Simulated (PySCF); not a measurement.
BF⁺, doublet along the distance B1-F2

Starting geometry (PBE0/def2-TZVP stationary point for this spin):

```xyz
2

B     0.0000    0.0000    0.0000
F     0.0000    0.0000    1.2123
```

From there F2 moves along the line of the two atoms named below, all else staying in place; atoms are numbered as listed. Energies are in eV, counted from the starting geometry at the same level.

Basis 6-31G; PySCF 2.14.0. Correlated methods freeze the noble-gas cores. Prefix R: restricted or restricted open-shell reference; prefix U: unrestricted.

Unrestricted rows (U) aren't spin-pure: their determinants' ⟨S²⟩ exceeds S(S+1) by up to 0.20, so they mix in states of higher spin. The determinant for coupled cluster was chosen by a search with trial CCSD, here up to 0.20 eV above the lowest Hartree–Fock solution of its kind. The reference follows the lowest state, whose symmetry changes from Σ⁺ or Δ to Π between 1.910 and 2.222.

Full CI is exact within this basis and frozen core; it isn't the basis-set limit. The frozen core follows each run's orbitals, which can shift R against U totals by a few meV.

```json
{"distance B1-F2 (Å)": "0.956", "full CI": "5.884", "unpaired electrons (full CI)": "1.01", "error UMP2": "-0.016", "error RCCSD": "-0.058", "error UCCSD": "-0.058", "error UCCSD(T)": "-0.007", "error RCCSDT": "-0.001", "error UCCSDT": "-0.001"}
{"distance B1-F2 (Å)": "1.070", "full CI": "1.730", "unpaired electrons (full CI)": "1.02", "error UMP2": "-0.018", "error RCCSD": "-0.034", "error UCCSD": "-0.035", "error UCCSD(T)": "-0.005", "error RCCSDT": "-0.001", "error UCCSDT": "-0.001"}
{"distance B1-F2 (Å)": "1.212", "full CI": "0.000", "unpaired electrons (full CI)": "1.02", "error UMP2": "0.000", "error RCCSD": "0.000", "error UCCSD": "0.000", "error UCCSD(T)": "0.000", "error RCCSDT": "0.000", "error UCCSDT": "0.000"}
{"distance B1-F2 (Å)": "1.308", "full CI": "-0.109", "unpaired electrons (full CI)": "1.03", "error UMP2": "0.031", "error RCCSD": "0.027", "error UCCSD": "0.027", "error UCCSD(T)": "0.005", "error RCCSDT": "0.001", "error UCCSDT": "0.001"}
{"distance B1-F2 (Å)": "1.494", "full CI": "0.689", "unpaired electrons (full CI)": "1.05", "error UMP2": "0.170", "error RCCSD": "0.087", "error UCCSD": "0.082", "error UCCSD(T)": "0.027", "error RCCSDT": "0.004", "error UCCSDT": "0.004"}
{"distance B1-F2 (Å)": "1.688", "full CI": "1.882", "unpaired electrons (full CI)": "1.09", "error UMP2": "0.868", "error RCCSD": "0.141", "error UCCSD": "0.051", "error UCCSD(T)": "0.060", "error RCCSDT": "0.013", "error UCCSDT": "0.005"}
{"distance B1-F2 (Å)": "1.910", "full CI": "2.809", "unpaired electrons (full CI)": "1.15", "error UMP2": "1.007", "error RCCSD": "-0.041", "error UCCSD": "-0.051", "error UCCSD(T)": "0.011", "error RCCSDT": "0.005", "error UCCSDT": "0.004"}
{"distance B1-F2 (Å)": "2.222", "full CI": "2.826", "unpaired electrons (full CI)": "1.14", "error UMP2": "0.834", "error RCCSD": "-0.107", "error UCCSD": "-0.108", "error UCCSD(T)": "-0.011", "error RCCSDT": "-0.002", "error UCCSDT": "-0.002"}
{"distance B1-F2 (Å)": "2.728", "full CI": "2.774", "unpaired electrons (full CI)": "1.13", "error UMP2": "0.829", "error RCCSD": "-0.121", "error UCCSD": "-0.122", "error UCCSD(T)": "-0.013", "error RCCSDT": "-0.002", "error UCCSDT": "-0.003"}
{"distance B1-F2 (Å)": "3.298", "full CI": "2.848", "unpaired electrons (full CI)": "1.13", "error UMP2": "0.824", "error RCCSD": "-0.125", "error UCCSD": "-0.127", "error UCCSD(T)": "-0.014", "error RCCSDT": "-0.002", "error UCCSDT": "-0.002"}
{"distance B1-F2 (Å)": "4.182", "full CI": "2.919", "unpaired electrons (full CI)": "1.13", "error UMP2": "0.823", "error RCCSD": "-0.127", "error UCCSD": "-0.128", "error UCCSD(T)": "-0.014", "error RCCSDT": "-0.002", "error UCCSDT": "-0.002"}
```

Unpaired electrons are Σ n²(2−n)² over natural occupations. Errors are those of relative energies. In total energy the starting point itself misses full CI by: UMP2 0.129, RCCSD 0.143, UCCSD 0.144, UCCSD(T) 0.017, RCCSDT 0.004, UCCSDT 0.004 eV.

Spread of the error over the points with a reference, to 4.182 Å (largest less smallest): UCCSDT 0.008, RCCSDT 0.015, UCCSD(T) 0.073, UCCSD 0.210, RCCSD 0.267, UMP2 1.025 eV.

Going outwards, the relative energy of RCCSD first misses by more than 0.043 eV (1 kcal/mol) at 1.494 Å.

Going outwards, the relative energy of UCCSD first misses by more than 0.043 eV (1 kcal/mol) at 1.494 Å.

Going outwards, the relative energy of UCCSD(T) first misses by more than 0.043 eV (1 kcal/mol) at 1.688 Å.
